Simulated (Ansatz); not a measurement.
Molecule: CH$_{3}$O (charge -1, singlet). It need not be the lowest isomer of its formula. Whether it binds its extra electron was not tested at this geometry. 
Coordinates optimised at B3LYP-D3(BJ)/def2-TZVP (Ansatz, a program for electronic structure):
SMILES: O[CH2-]
```xyz
5

C     -0.1665     0.7756     0.0111
O     -0.0916    -0.7333    -0.0101
H      0.8381    -1.0042    -0.0154
H      0.4482     1.0964     0.8901
H      0.4454     1.1210    -0.8605
```
Charge -1, spin multiplicity 1.

Basis-set convergence of Hartree-Fock and MP2 correlation energies (hartree) with Ansatz. Correlated levels leave the core frozen unless marked. No spin-orbit coupling. Non-relativistic.

| basis | functions | E(HF) | E(corr, MP2) |
|---|---|---|---|
| aug-cc-pVDZ | 73 | -114.37063 | -0.37849 |
| aug-cc-pVTZ | 161 | (withheld) | (withheld) |

Task: Fill in the missing entries.

Result: 
- aug-cc-pVTZ, E(HF): -114.39802
- aug-cc-pVTZ, E(corr, MP2): -0.45517
